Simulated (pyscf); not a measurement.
This saddle point was located with ωB97X-D3(BJ)/def2-SVP in PySCF.

```xyz
8

S      0.6471     1.5886     0.0020
Ge     0.0716    -0.5197     0.2197
H     -0.5758     2.0022    -0.3781
H     -0.7480    -1.2343     1.7226
H     -0.3260    -1.3396    -1.0039
H      1.3526    -1.1034     0.8558
F     -1.8815     0.0440     0.4786
H     -1.4577    -0.7166     1.3619
```
Charge 0, spin multiplicity 1.

Surface: singlet, charge 0. Lowest wavenumbers (cm⁻¹): 1207i, 141, 196, 313, 431.

### Question
What reaction is this the transition state of?

### Answer
HS–GeH₃ + hydrogen fluoride (HF) ⇌ F–GeH₂–SH + hydrogen (H₂), a four-centre exchange read from left to right: Ge–H, F–H broken and F–Ge, H–H formed. At ωB97M-D3(BJ)/def2-TZVP it lies +146.3 kJ/mol from the left side and +194.5 kJ/mol from the right (each side as separated species at their lowest minima found). On the reactant side the descent ends in a complex (not fully relaxed), 26.9 kJ/mol under the separated species and 171.9 kJ/mol under the saddle at ωB97X-D3(BJ)/def2-TZVP. At the saddle there is also a short Ge–H contact that neither side keeps. The same reactants have a lower exit, to H₂S + F–GeH₃ (barrier +108.9 kJ/mol at ωB97M-D3(BJ)/def2-TZVP, against +146.3 kJ/mol here). One saddle was located; it need not be the lowest between these sides. Elements up to Kr have no core potential and no relativistic terms here.
